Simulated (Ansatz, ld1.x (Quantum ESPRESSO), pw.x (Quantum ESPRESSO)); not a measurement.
sulfur (fcc): variants of one TM potential in the solid

S (Z = 16), norm-conserving Troullier–Martins (Kleinman–Bylander form), made with ld1.x (Quantum ESPRESSO) 7.5 (PBEsol, scalar-relativistic). Core [Ne], reference 3s2 3p4. Waves: 3s (bound): rc 1.25 bohr; 3p (bound): rc 1.65 bohr; 3d channel at -0.05 Ry: rc 1.35 bohr. Local part: all-electron potential smoothed inside 1.15 bohr (lloc = -1). Core correction: a·sin(br)/r model core inside 1.00 bohr.

Crystal test: fcc S in pw.x 7.5, no spin, 14³ k-points, Fermi–Dirac smearing 0.01 Ry, cutoffs set for each file from its atomic test. The reference is all-electron LAPW (Ansatz 0.2.0) with the same functional, mesh and smearing; V0 and B0 come from Birch–Murnaghan fits to the pressures at five volumes. Errors are pseudo minus all-electron; Δ is the rms difference of the E(V) curves that follow from these fits, minima aligned, over ±6 % about the mean V0. Mesh and smearing are coarse, so the numbers serve the comparison and aren't converged zero-temperature values; the lattice is a test structure that the element need not adopt.

All-electron: a0 = 3.910 Å (V0 = 14.94 Å³/atom), B0 = 93.5 GPa.

3 further variants are left out: they gave no file fit for a test, a broken result, the same result as the base, or pressures whose basis-set error rivals the error shown.

| change | cutoffs (Ry) | pw.x | a0 (Å) | a0 error (%) | B0 error (%) | Δ (meV/atom) | mean pressure error (GPa) |
| --- | --- | --- | --- | --- | --- | --- | --- |
| base | 85/340 | converged | 3.900 | -0.26 | +1.4 | 2.4 | -0.74 |
| wave 3d channel at -0.05 Ry: rc 1.35 bohr becomes 3d channel at 6.3 Ry: rc 1.35 bohr | 85/340 | converged | 3.931 | +0.53 | -0.1 | 4.9 | +1.54 |

(1) Give the row for: wave 3d channel at -0.05 Ry: rc 1.35 bohr becomes 3d channel at 0.16 Ry: rc 1.35 bohr.

Results:

(1) pw.x: converged; mean pressure error (GPa): -0.74; a0 (Å): 3.900; a0 error (%): -0.26; B0 error (%): +1.5; Δ (meV/atom): 2.4.
